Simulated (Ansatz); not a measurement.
# PH (SMILES [PH]): methods side by side

PH has 2 atoms, charge 0, and is taken as a triplet. As SMILES, `[PH]`. Geometry: relaxed at PBE0-D4/def2-TZVP.

```xyz
2

P     0.0000    0.0000   -0.0146
H     0.0000    0.0000    1.4137
```

Each level gives the energy change with the P1–H2 bond stretched from 1.428 to 1.749 Å (eV). The values are calculated.

```
             level                    kind  program  value (eV)  less FCI/cc-pVDZ
  U-revPBE/cc-pVDZ                     GGA   Ansatz        0.50             -0.06
     UBLYP/cc-pVDZ                     GGA   Ansatz        0.48             -0.08
    UB3LYP/cc-pVDZ           global hybrid   Ansatz        0.56              0.00
    UBHLYP/cc-pVDZ           global hybrid   Ansatz        0.66             +0.10
UCAM-B3LYP/cc-pVDZ  range-separated hybrid   Ansatz        0.61             +0.05
      UMP2/cc-pVDZ     perturbation theory   Ansatz        0.65             +0.09
  UBCCD(T)/cc-pVDZ   coupled cluster or CI   Ansatz        0.56              0.00
         FCI/3-21G      exact in the basis   Ansatz        0.34             -0.22
       FCI/cc-pVDZ      exact in the basis   Ansatz        0.56              0.00
```

FCI/cc-pVDZ is exact within its basis and frozen core, so for wave-function methods in that basis the difference is their error; functionals converge differently with the basis, so for them it is only a difference. The first shape isn't each level's own minimum. The values span 0.34 to 0.66 eV. High-level rows in very small sets aren't better than simpler rows in larger ones.
